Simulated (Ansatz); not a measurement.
For wurtzite AlN, PBE in Ansatz (PAW) gives:

lattice constant a: 3.130 Å
lattice parameter c: 5.019 Å
cohesive energy: 5.73 eV/atom

Task: What does Hartree–Fock (PAW; Ansatz, a quantum-chemistry and plane-wave program) give for the same quantities?

Result: 
- lattice constant a: 3.100 Å (drops by 1.0 %)
- lattice parameter c: 4.969 Å (shrinks by 1.0 %)
- cohesive energy: 3.91 eV/atom (shrinks by 1.82 eV/atom)

For comparison: lattice constant a 3.111 Å (measured, low temperature, extrapolated to low temperature; as tabulated in arXiv:1206.3780); lattice parameter c 4.979 Å (measured, low temperature, extrapolated to low temperature; as tabulated in arXiv:1206.3780); cohesive energy 5.85 ± 0.03 eV/atom (worked out here from tabulated enthalpies at 298 K, copied from a table, unchecked, brought to a static lattice with a Debye model, atoms in their spin–orbit ground levels; inputs from the CRC Handbook).

Changes are worked out from the printed values.

Unless a cell is named, each level is at its own relaxed cell (PBE 10.65, Hartree–Fock 10.34 Å³/atom).

Ansatz's density-functional and Hartree–Fock values are scalar-relativistic unless marked +SOC, with PAW data made under PBE.
